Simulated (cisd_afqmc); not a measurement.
Input (AFQMC/CISD/cc-pVTZ; cisd_afqmc is a phaseless AFQMC code with CISD trial states that reads the integrals written by Ansatz):

Ansatz 0.2 input:
```python
import cisd_afqmc

open("ham.yaml", "w").write("""\
crystal:
  periodic: [false, false, false]
  atoms:
    - {symbol: C, position_ang: [-0.62506249, 0.09868167, 0.06335550]}
    - {symbol: F, position_ang: [0.74037567, -0.11688673, -0.07504349]}
    - {symbol: H, position_ang: [-0.89947162, -0.04282710, 1.10961518]}
    - {symbol: H, position_ang: [-0.85396320, 1.11823461, -0.24985477]}
    - {symbol: H, position_ang: [-1.15957127, -0.61551701, -0.56450199]}
basis:
  gaussian:
    orbitals: cc-pVTZ
magnetization: {spin_polarized: false}
correlation: {method: ccsd, electrons: outside_noble_gas, hamiltonian_folder: ham}
""")
rep = cisd_afqmc.ansatz("ham.yaml")
e_ccsd = rep["correlation"]["coupled_cluster"]["energy"]["hartree"]
out = cisd_afqmc.run("ham", e_ccsd, trial="CISD", walkers=1000, populations=1, threads=12, dt=0.005, steps=40, early=24, settle=10, least=100,
    cut=5e-5, rank_cut=2e-4, target=0.0004, seconds=1000, seed=4, memory=62639, gpu=True)
```

Output:

```
orbitals 100, occupied [7], factors 519 of 585, rank of the doubles 254 of 651
E(HF) = -139.094119
E(CCSD) on the cut factors = -139.544626, shift to the whole factors -0.000011
Energy of the trial state on the determinant = -139.544593
  tau behind 7.2 of longer steps, mean of the populations' last blocks
   2.0  -139.55780
   4.0  -139.55925
   6.0  -139.55870
   8.0  -139.55873
  10.0  -139.55731
  12.0  -139.55683
  14.0  -139.55795
  16.0  -139.55846
  18.0  -139.56007
  20.0  -139.56052
  22.0  -139.55948
blocks 100 (0 outliers left out), error by blocks joined: 1: 0.00017, 2: 0.00021, 4: 0.00027, 8: 0.00035
E(AFQMC/CISD) = -139.55873 +/- 0.00035
```

The error still grows at the longest joins of blocks, or few joins were possible, so the printed bar may be too narrow.
